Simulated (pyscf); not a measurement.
Single points on ωB97X-D3(BJ)/def2-SVP structures (PySCF, gas phase). MP2 and CC: frozen core, UHF for open shells. ΔMP2 is the change of the MP2 total energy from the triple- to the quadruple-zeta basis.

### Question
Estimate by transition-state theory (the high-pressure limit) the rate constant of HO–BH–OH → B–OH [singlet] + water (H₂O) (singlet surface; B–H, B–O broken, H–O formed) at 1200 K, with CCSD(T)/def2-TZVPP + ΔMP2(QZVPP) energies (ideal gas, 1 atm, RRHO with modes under 100 cm⁻¹ raised to 100, one conformer, R ln 2 for chiral ones without a mode under 150 cm⁻¹; no tunnelling).

### Answer
The electronic barrier is 108.1 kcal/mol and the thermal terms add -9.7, so ΔG‡ = 98.4 kcal/mol. With k_BT/h = 2.50e+13 s⁻¹ and RT = 2.385 kcal/mol, k = 3.1e-05 s⁻¹. Wigner's tunnelling factor for 1435i cm⁻¹ would be 1.12. A shift of 1 kcal/mol in the barrier changes k by a factor 1.5. On the product side the descent ends in a bound adduct, 11.2 kcal/mol under the separated species and 28.0 kcal/mol under the saddle at ωB97X-D3(BJ)/def2-TZVP. The same reactants have a lower exit, to H₂O + HB=O (barrier +54.0 kcal/mol at ωB97M-D3(BJ), against +106.6 kcal/mol here). B–OH [singlet] lies 44.5 kcal/mol over its isomer HB=O (electronic energy, ωB97M-D3(BJ)). One saddle was located; it need not be the lowest between these sides. The CCSD(T) − MP2 part came from Ansatz, without density fitting, on the same reference.
